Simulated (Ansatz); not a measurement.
C4H6 can be A, `CC#CC`, or B, `C#CCC`.

Gas-phase electronic energies from Ansatz, PBE0-D4/def2-TZVP geometries. CCSD(T)/CBS is the MP2 limit (def2-TZVPP, def2-QZVPP) plus CCSD(T) − MP2 in def2-TZVPP, frozen cores. Functionals use def2-TZVPP. B3LYP here is the variant with VWN-RPA as its local correlation; programs differ in this.

(1) Which isomer does CCSD(T)/CBS put lower? Give the gap. (Estimate.)

(2) Give E(B) − E(A) in kcal/mol with LDA (SPW92), CCSD(T)/def2-SVP, PBE-D4, CCSD/def2-TZVPP, PBE0-D4, r2SCAN-D4, B3LYP-D4. (Estimate.)

(3) Does the order hold for the free energy at 298.15 K (harmonic terms from PBE0-D4)? (Best estimate.)

Largest T1 diagnostic: 0.011.

## Answers

(1) Ansatz gave: A, by 4.5 kcal/mol.

(2) Ansatz gave: LDA (SPW92) 7.4, CCSD(T)/def2-SVP 5.1, PBE-D4 6.8, CCSD/def2-TZVPP 4.7, PBE0-D4 6.7, r2SCAN-D4 6.4, B3LYP-D4 6.2. None reverses the order clearly.

(3) The calculation gave: Yes: G(B) − G(A) = +4.9 kcal/mol. Modes under 60 cm⁻¹, often nearly free rotors, make the harmonic entropy too high.

In def2-TZVPP, CCSD(T) changes the Hartree–Fock value by −1.1 kcal/mol (the triples alone add −0.1 kcal/mol) and MP2 by −0.8 kcal/mol. Leaving LDA and LC-ωPBE aside and taking each functional with its dispersion term where it has one, the values, not all of them listed here, spread over 1.5 kcal/mol, from ωB97M-V to PBE-D4.
